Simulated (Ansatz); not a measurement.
`[SiH3]N[SiH3]`, 10 atoms. Total charge 0; spin multiplicity 1. Hardware: A = 2 threads of an AMD EPYC 7R13 on a shared host and a share of an NVIDIA H100 80 GB; B = 2 threads of a server CPU on a shared host. Correlated methods freeze the cores. Open-shell runs search over several starts.

Give the basis size and wall time and peak host memory of each of these runs in Ansatz. RHF-CCSD(T)/def2-TZVPP energy [A]; RKS PBE0-D4/def2-TZVPP energy [B]; UKS r2SCAN-D4/def2-TZVPP energy of the cation [B]; RKS PBE0-D4/def2-TZVP frequencies [B]; RHF-CCSD(T)/def2-SVP energy [B]; RKS r2SCAN0-D4/def2-TZVPP energy [B]; RKS PBE-QIDH (frozen core)/def2-TZVPP energy [B]; UKS PBE0-D4/def2-TZVPP energy of the cation [B]; RHF-CCSD(T)/cc-pV(T+d)Z energy [A]; UKS B3LYP-D4/def2-TZVPP energy of the cation [B]; UHF-CCSD(T)/def2-QZVPP energy of the cation [A]; RKS ωB97M-V/def2-SVP energy [B]. (Best estimate.)

Computed: Other jobs shared the machine, so times are rough.

| level | job | functions | wall time | peak host memory (GiB) |
| --- | --- | --- | --- | --- |
| RHF-CCSD(T)/cc-pV(T+d)Z | energy [A] | 206 | 3 s | 0.78 |
| RHF-CCSD(T)/def2-SVP | energy [B] | 85 | 3.7 s | 0.41 |
| RKS PBE0-D4/def2-TZVPP | energy [B] | 213 | 4.3 s | 0.44 |
| RKS r2SCAN0-D4/def2-TZVPP | energy [B] | 213 | 6.5 s | 0.47 |
| RKS ωB97M-V/def2-SVP | energy [B] | 85 | 6.5 s | 0.41 |
| RKS PBE-QIDH (frozen core)/def2-TZVPP | energy [B] | 213 | 8.5 s | 0.48 |
| UKS B3LYP-D4/def2-TZVPP | energy of the cation [B] | 213 | 8.5 s | 0.62 |
| UKS PBE0-D4/def2-TZVPP | energy of the cation [B] | 213 | 9 s | 0.62 |
| RHF-CCSD(T)/def2-TZVPP | energy [A] | 213 | 13 s | 0.77 |
| UKS r2SCAN-D4/def2-TZVPP | energy of the cation [B] | 213 | 16 s | 0.41 |
| UHF-CCSD(T)/def2-QZVPP | energy of the cation [A] | 407 | 68 s | 2 |
| RKS PBE0-D4/def2-TZVP | frequencies [B] | 147 | 2.8 min | 0.41 |

B3LYP here is the variant with VWN-RPA as its local correlation; programs differ in this.
